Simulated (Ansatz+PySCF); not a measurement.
The numbers below are computed, except where a source is named.
## Ansatz (development build ahead of 0.2.0) run

```yaml
crystal:
  periodic: [false, false, false]
  atoms:
    - { symbol: O, position_ang: [0.0, 0.0, -0.59414] }
    - { symbol: O, position_ang: [0.0, 0.0, 0.59414] }
basis:
  gaussian: { orbitals: aug-cc-pVDZ }
total_charge: -1
magnetization:
  initial_magnetization: 1
hamiltonian:
  xc: pbe0
scf:
  omitted_lower_state_checks: [starts, atomic_configurations, cluster_reference, orbital_swaps, given_window_search, neighbouring_geometries, increment]
output:
  forces: true
```

The input is written out in the form of the current development build from the run's settings.

The run gave:

| Quantity | Value |
| --- | --- |
| Converged | yes |
| Total energy | -150.18346 hartree |
| Spin squared of the determinant | 0.750 |
| Stability test | minimum among restricted orbitals |

Forces (eV/Å):
| atom | Fx | Fy | Fz |
| --- | --- | --- | --- |
| O1 | 0.000 | 0.000 | -9.596 |
| O2 | 0.000 | 0.000 | 9.596 |
